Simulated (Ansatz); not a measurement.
A calculation with Ansatz (development build ahead of 0.2.0).

```yaml
crystal:
  periodic: [false, false, false]
  atoms:
    - { symbol: B, position_ang: [0.0, 0.0, 0.0] }
    - { symbol: Si, position_ang: [0.97432, 1.29909, 2.81261] }
basis:
  gaussian: { orbitals: "6-31G" }
total_charge: 1
hamiltonian:
  xc: hf
correlation:
  method: fci
  frozen_orbitals: { B: 1, Si: 5 }
```

The input is written out in the form of the current development build from the run's settings.

Results

```
Converged    : yes
Total energy : -313.18491 hartree
State        : lowest singlet root, of any spatial symmetry
```
